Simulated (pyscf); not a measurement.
HO–Si(Cl)(Cl)–Cl + hydrogen fluoride (HF) → HO–Si(F)(Cl)–Cl + hydrogen chloride (HCl) (four-centre exchange; singlet surface; Cl–Si, F–H broken, F–Si, Cl–H formed). PySCF, gas phase, ωB97X-D3(BJ)/def2-SVP geometries. Energies in kJ/mol from the separated reactants.

| level | barrier | reaction energy |
|---|---|---|
| ωB97X-D3(BJ)/def2-TZVP | 117.7 | -43.5 |
| r²SCAN/def2-TZVP | 96.8 | -56.1 |
| B3LYP-D3(BJ)/def2-TZVP | 112.1 | -53.4 |
| PBE0-D3(BJ)/def2-TZVP | (withheld) | (withheld) |
| M06-2X/def2-TZVP | 116.2 | -55.0 |
| HF/def2-TZVP | (withheld) | -67.8 |

### Question
Some entries are withheld; supply them.

### Answer

- PBE0-D3(BJ)/def2-TZVP, barrier: 107.3
- PBE0-D3(BJ)/def2-TZVP, reaction energy: -45.0
- HF/def2-TZVP, barrier: 199.6

The functionals in the table span 20.9 kJ/mol in this barrier, from r²SCAN to ωB97X-D3(BJ). On the reactant side the descent ends in a complex, 26.7 kJ/mol under the separated species and 144.4 kJ/mol under the saddle at ωB97X-D3(BJ)/def2-TZVP. The same reactants have a lower exit, to H₂O + F–Si(Cl)(Cl)–Cl (barrier +79.7 kJ/mol at ωB97M-D3(BJ), against +113.6 kJ/mol here). One saddle was located; it need not be the lowest between these sides.
